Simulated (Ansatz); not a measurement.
# C5H9N: the cost of one run

Computed with Ansatz 0.2.0, Gaussian basis. Level: the settings change from run to run.

## Step 1: The relaxed structure

The geometry comes from an earlier relaxation with PBE0-D4 in a triple-zeta def2 set; it is a stationary point, not always the lowest conformer.

SMILES `CCC(C)C#N`, 15 atoms, charge 0, spin multiplicity 1.

Atoms are counted from 1 here; the program's logs count them from 0.

Bond lengths: C1–C2 1.517 Å, C1–H7 1.092 Å, C1–H8 1.092 Å, C1–H9 1.093 Å, C2–C3 1.532 Å, C2–H10 1.095 Å, C2–H11 1.094 Å, C3–C4 1.527 Å, C3–C5 1.460 Å, C3–H12 1.097 Å, C4–H13 1.091 Å, C4–H14 1.092 Å, C4–H15 1.092 Å, C5–N6 1.150 Å. Angles: C2–C1–H7 110.9°, C2–C1–H8 111.2°, C2–C1–H9 111.2°, H7–C1–H8 107.8°, H7–C1–H9 107.7°, H8–C1–H9 107.8°, C1–C2–C3 113.7°, C1–C2–H10 110.3°, C1–C2–H11 110.3°, C3–C2–H10 108.5°, C3–C2–H11 107.1°, H10–C2–H11 106.6°, C2–C3–C4 112.3°, C2–C3–C5 110.5°, C2–C3–H12 108.3°, C4–C3–C5 110.3°, C4–C3–H12 109.0°, C5–C3–H12 106.3° and more.

Geometry (Å):

```xyz
15

C    -1.5830   -0.6301    1.0137
C    -0.6774   -0.5448   -0.2001
C     0.6452    0.1815    0.0674
C     1.5673    0.1738   -1.1497
C     0.3954    1.5524    0.5040
N     0.1886    2.6352    0.8315
H    -2.5053   -1.1626    0.7742
H    -1.8548    0.3643    1.3752
H    -1.0948   -1.1625    1.8346
H    -1.1920   -0.0384   -1.0228
H    -0.4275   -1.5486   -0.5577
H     1.1518   -0.3200    0.9013
H     2.5072    0.6857   -0.9401
H     1.0900    0.6704   -1.9967
H     1.7892   -0.8563   -1.4349
```

## Step 2: wB97X-V/cc-pVDZ

Options: multiplicity 3, finite nuclei, a point charge of 2.00 e beside it.

in.yaml reads:

```yaml
crystal:
  periodic: [false, false, false]
  atoms:
    - {symbol: C, position_ang: [-1.582997, -0.630118, 1.013730]}
    - {symbol: C, position_ang: [-0.677415, -0.544823, -0.200113]}
    - {symbol: C, position_ang: [0.645217, 0.181460, 0.067434]}
    - {symbol: C, position_ang: [1.567322, 0.173831, -1.149746]}
    - {symbol: C, position_ang: [0.395383, 1.552358, 0.504050]}
    - {symbol: N, position_ang: [0.188579, 2.635206, 0.831535]}
    - {symbol: H, position_ang: [-2.505269, -1.162559, 0.774214]}
    - {symbol: H, position_ang: [-1.854825, 0.364333, 1.375196]}
    - {symbol: H, position_ang: [-1.094762, -1.162506, 1.834615]}
    - {symbol: H, position_ang: [-1.191999, -0.038398, -1.022784]}
    - {symbol: H, position_ang: [-0.427486, -1.548558, -0.557704]}
    - {symbol: H, position_ang: [1.151807, -0.320009, 0.901329]}
    - {symbol: H, position_ang: [2.507226, 0.685682, -0.940071]}
    - {symbol: H, position_ang: [1.089997, 0.670361, -1.996749]}
    - {symbol: H, position_ang: [1.789240, -0.856258, -1.434947]}
basis:
  gaussian: {orbitals: cc-pVDZ, nuclear_model: gaussian, point_charges: [{charge: 2.00, position_ang: [6.744, 0.114, 0.045]}]}
magnetization: {spin_polarized: true, initial_magnetization: 2}
hamiltonian: {xc: {name: wB97X-V}}
output: {forces: true}
```

On the command line:

```sh
$ ansatz run in.yaml --threads 2 --pin off --events-out ev --progress --plain --max-ram 32768MiB --backend cpu
```

What time and memory should one allow on 2 threads of AMD EPYC 7R13, shared host?

About 90 s, with a peak of 0.69 GiB.
